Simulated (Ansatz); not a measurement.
## Property card for TiO$_{2}$

The calculation used Ansatz, DFT r2SCAN, scalar-relativistic, plane waves, PAW.

Cutoff 500 eV; k points 8×8×8 on the computed 6-atom cell (Γ-centred); Gaussian smearing, width 0.02 eV; no spin polarisation.

The structure is relaxed at this level of theory with its symmetry kept.

```xyz
6
Lattice="-1.8890 1.8890 4.7917 1.8890 -1.8890 4.7917 1.8890 1.8890 -4.7917" Properties=species:S:1:pos:R:3 pbc="T T T"
Ti    0.0000    0.0000    0.0000
Ti    0.0000    1.8890    2.3959
O     0.0000    0.0000    1.9865
O     0.0000    1.8890    4.3824
O     0.0000    1.8890    0.4094
O     0.0000    0.0000    7.5970
```

| Item | Value |
| --- | --- |
| Space group | I4_1/amd (No. 141) |
| Volume per atom | 11.40 Å³ |
| Formation energy from the elements' standard states (uncorrected) | -3.332 eV/atom |
| Generalised Kohn–Sham band gap | 2.53 eV, indirect from (0.000, 0.000, 0.438) to Γ |
| Löwdin character of the top 1 eV of the valence band | O 2p 93 % |
| Löwdin character of the lowest 1 eV of the conduction band | Ti 3d 92 % |
| Electron masses at the edge by Cartesian direction of the standard setting (m_e; degenerate bands sorted by energy; no spin-orbit coupling) | x: 0.44; y: 0.44; z: 4.0 |
| Hole masses at the edge by Cartesian direction of the standard setting (m_e; degenerate bands sorted by energy; no spin-orbit coupling) | x: 1.9; y: 1.9; z: 0.97 |
| Bulk modulus | 189 GPa |
| Its pressure derivative | 2.5 |
| Bader charges (e) | Ti (2 in the cell) 2.37, O (4 in the cell) -1.19 |

A ferromagnetic start lost its moments in a first run, so spin was left out; other magnetic orders weren't tried.

Cost: 8 runs of about 4.1 core-minutes in all, on AMD EPYC 9R45 (Zen 5) (shared hosts).